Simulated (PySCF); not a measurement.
The vertical singlet excitations below were computed for one of the candidates. Method: PySCF 2.14.0, density-fitted response routines, TDDFT B3LYP/def2-SVPD, vertical, gas phase, core orbitals frozen in the response. Geometries: PBE0-D3(BJ)/def2-SVP, one conformer each.

| state | E (eV) | f | main configurations (H = HOMO, L = LUMO) |
| --- | --- | --- | --- |
| S1 | 5.04 | 0.025 | H-1→L (85%), H→L (10%) |
| S2 | 5.23 | 0.290 | H→L (78%), H-1→L (10%) |
| S3 | 5.71 | 0.0034 | H-2→L (98%) |
| S4 | 5.89 | 0.0057 | H-3→L (84%), H→L+1 (8%) |
| S5 | 5.97 | 0.0057 | H→L+1 (66%), H→L+2 (17%), H-3→L (11%) |
| S6 | 6.55 | 0.0092 | H→L+2 (70%), H→L+1 (19%) |

Task: Which structure fits? All have the formula C5H5Cl.
A. `C=C1C=C1CCl`
B. `C#C/C=C\CCl`
C. `CC1=CC/1=C\Cl`

Result: B. Its S1, at 5.04 eV, is the highest among the candidates; the nearest of the others has S1 at 4.25 eV. S1 is HOMO-1→LUMO (85%), HOMO→LUMO (10%). Löwdin shares by element: HOMO carbon 85% or more; LUMO carbon 74% or more (atoms not listed hold the other 26%). At the same level the other candidates give, for their lowest levels:
- `C=C1C=C1CCl`: 4.25 eV (f 0.021); 4.86 eV (f 0.002); 5.41 eV (f 0.005); 6.22 eV (f 0.001); 6.25 eV (f 0.001); HOMO -5.93, LUMO -0.85 eV
- `CC1=CC/1=C\Cl`: 4.00 eV (f 0.018); 4.97 eV (f 0.000); 5.27 eV (f 0.003); 5.98 eV (f 0.003); 6.11 eV (f 0.002); HOMO -5.62, LUMO -0.80 eV

Shape of the structure used: `[CH:1]#[C:2]/[CH:3]=[CH:4]\[CH2:5][Cl:6]`: C3–C4–C5–Cl6 -120°.
